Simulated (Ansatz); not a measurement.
A nudged elastic band was laid between two geometries of C3H6N2O (12 atoms, charge 0, multiplicity 1).

All numbers below come from Ansatz, RKS PBE0-D4/def2-SVP.

```json
{
  "movable images": "9",
  "climbing image": "yes",
  "spring": "5.0 eV/Å²",
  "optimiser": "quadratic models (default)",
  "start path": "through a guess of the saddle point",
  "force threshold": "0.03 eV/Å",
  "iteration limit": "58",
  "end points": "relaxed"
}
```

Initial state:

```xyz
12
Properties=species:S:1:pos:R:3
N -0.192 1.235 0.862
C 0.108 0.336 -0.186
C 0.500 -1.027 0.325
O -0.514 -1.572 1.131
C 0.429 0.796 -1.511
N -0.749 0.350 -1.462
H -0.751 0.762 1.570
H -0.684 2.062 0.539
H 1.395 -0.941 0.962
H 0.752 -1.679 -0.532
H -1.292 -1.682 0.572
H 1.075 1.306 -2.236
```

Final state:

```xyz
12
Properties=species:S:1:pos:R:3
N -0.622 1.228 0.663
C -0.025 0.335 -0.260
C 0.477 -0.967 0.324
O -0.476 -1.537 1.186
C 0.390 0.801 -1.560
N -0.715 0.214 -1.629
H -0.915 0.723 1.496
H -0.004 1.989 0.932
H 1.375 -0.782 0.937
H 0.766 -1.653 -0.494
H -1.251 -1.753 0.655
H 1.077 1.347 -2.215
```

**Question.** What changes between the two ends?

**Answer.** No bond is made or broken. The height of N1 over the plane of its neighbours goes from -0.35 to 0.35 Å.

**Question.** Give the energies along the band, and the barrier.

**Answer.** It converged. The highest image is number 6 of 0 to 10, 0.136 eV above the first end and 0.051 eV above the last; the last end lies 0.085 eV above the first. A vibrational analysis at the climbing image gives one clearly imaginary mode, 483i cm⁻¹: a first-order saddle point.

```
image  path coordinate (Å)  energy (eV)  height of N1 over the plane of its neighbours (Å)
    0                 0.00        0.000                                              -0.35
    1                 0.11        0.001                                              -0.35
    2                 0.22        0.009                                              -0.32
    3                 0.34        0.033                                              -0.26
    4                 0.45        0.077                                              -0.17
    5                 0.56        0.119                                              -0.06
    6                 0.67        0.136                                               0.06
    7                 0.85        0.110                                               0.23
    8                 1.02        0.092                                               0.31
    9                 1.19        0.086                                               0.33
   10                 1.36        0.085                                               0.35
```

**Question.** What is the geometry of the highest image?

**Answer.** 
```xyz
12
Properties=species:S:1:pos:R:3
N -0.477 1.163 0.746
C 0.026 0.315 -0.235
C 0.485 -1.017 0.307
O -0.461 -1.562 1.192
C 0.429 0.800 -1.527
N -0.703 0.259 -1.609
H -0.787 0.749 1.612
H -0.394 2.164 0.678
H 1.411 -0.884 0.891
H 0.708 -1.693 -0.538
H -1.268 -1.719 0.687
H 1.110 1.370 -2.172
```

**Question.** What are the harmonic wavenumbers there?

**Answer.** 483i, 106, 249, 319, 378, 412, 460, 483, 571, 655, 797, 873, 993, 1023, 1118, 1139, 1210, 1325, 1370, 1420, 1470, 1492, 1585, 1774, 3042, 3114, 3168, 3658, 3799, 3859 cm⁻¹.

The band took 11 iterations and about 11 core-minutes.

Run time: 5.9 min on 2 threads of Intel(R) Xeon(R) CPU @ 2.80GHz (Skylake/Cascade Lake), on a shared host, peak memory 0.31 GiB.
